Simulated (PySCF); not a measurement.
Species: C4H6N (doublet state).
Numbering: `[CH2:1][CH2:2][CH2:3][C:4]#[N:5]` (hydrogens: H6, H7 on C1; H8, H9 on C2; H10, H11 on C3)

Geometry (GFN2-xTB, Å), atoms numbered from 1 in this order:
```xyz
11
C4H6N angstrom
C      1.650   -0.478    0.184
C      0.488    0.239   -0.362
C     -0.827   -0.186    0.324
C     -1.942    0.545   -0.217
N     -2.810    1.139   -0.665
H      1.708   -0.702    1.232
H      2.490   -0.712   -0.438
H      0.602    1.326   -0.215
H      0.413    0.079   -1.441
H     -1.001   -1.254    0.171
H     -0.767    0.006    1.399
```

The hyperfine couplings belong to this conformer and change with its torsions.

Computed with UKS B3LYP, pcH-1 on C H N, non-relativistic, mean-field spin-orbit, GIAO in PySCF. Isolated species at its GFN2-xTB geometry (one conformer only). GFN2-xTB frequencies show an imaginary mode (28i cm⁻¹), so this geometry is no minimum at that level. The geometry wasn't refined by DFT: couplings that depend on bond lengths, twists or pyramidal angles can differ widely from those at the functional's own minimum. The SCF solution wasn't tested for stability.

The Mulliken spin populations are largest on C1 (+1.08), C2 (-0.09) and H8 (+0.06). C1 is the only atom above +0.15. The angles at C1 add up to 359.8°, so it is planar; its axial dipolar tensor and the negative couplings of its protons fit spin in a p orbital normal to that plane.

Problem. McConnell's relation a(H) = Q·ρ ties the coupling of a proton on a planar π carbon to the spin population of that carbon. What Q do the computed values give?

Solution. 
```tsv
H	C	ρ(C)	a(H) (G)	a/ρ (G)
H6	C1	+1.081	-22.36	-20.7
H7	C1	+1.081	-23.05	-21.3
```

These protons share one ρ (within 0.01), so their mean ratio, Q = -21.0 G, is no test of linearity. In McConnell's picture π spin on carbon polarises the C–H bond and leaves opposite spin at the proton, which makes Q negative, as found here.

Problem. List the C–H protons on four-coordinate carbons next to a three-coordinate spin centre, with their couplings and θ (C–H bond against the normal to the plane of the centre's neighbours, projected along the bond that joins the two).

Solution. 
| β H | on | centre | θ (°) | cos²θ | a (G) |
| --- | --- | --- | --- | --- | --- |
| H8 | C2 | C1 | 5 | 0.99 | +55.45 |
| H9 | C2 | C1 | 68 | 0.15 | +11.00 |

Couplings in gauss use g_iso = 2.0026.
